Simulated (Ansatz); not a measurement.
The input, for Ansatz 0.2.0:

```yaml
crystal:
  periodic: [false, false, false]
  atoms:
    - {symbol: Cl, position_ang: [0.000000, 0.000000, -1.454333]}
    - {symbol: H, position_ang: [0.000000, 0.000000, -0.118333]}
    - {symbol: Cl, position_ang: [0.000000, 0.000000, 1.572667]}
basis:
  gaussian: {orbitals: cc-pVTZ}
magnetization: {spin_polarized: true, initial_magnetization: 1}
hamiltonian: {xc: {name: B3LYP}}
```

```sh
$ ansatz run in.yaml --threads 1 --pin off --events-out ev --progress --plain --max-ram 2816MiB --backend cpu
```

(1) Roughly how long does this take on 1 thread of AMD EPYC 7R13, shared host, and how much host memory?

```
636 factors; their error is unknown
mean field evaluation 1: about -25061.4371 eV, gradient 7.3e0 eV
mean field evaluation 2: about -25059.7420 eV, gradient 1.7e1 eV
mean field evaluation 4: about -25061.7077 eV, gradient 1.8e0 eV
mean field evaluation 8: about -25061.7281 eV, gradient 1.4e-1 eV
mean field evaluation 16: about -25061.8453 eV, gradient 4.2e-4 eV
mean field evaluation 32: about -25061.9425 eV, gradient 2.2e-4 eV
mean field -25061.94249487 eV, -921.0093990919 hartree, gradient 3.0e-6 eV, S^2 0.755446; 3 other end points of the search recorded, 0 dependent functions left out
reference -25061.94270185 eV, -921.0094066980 hartree; 18, 17 occupied and 64, 65 virtual orbitals, 636 factors
Total energy: -25061.94270185 eV, -921.0094066980 hartree
```

## Answers

(1) 7 s wall and 0.24 GiB.
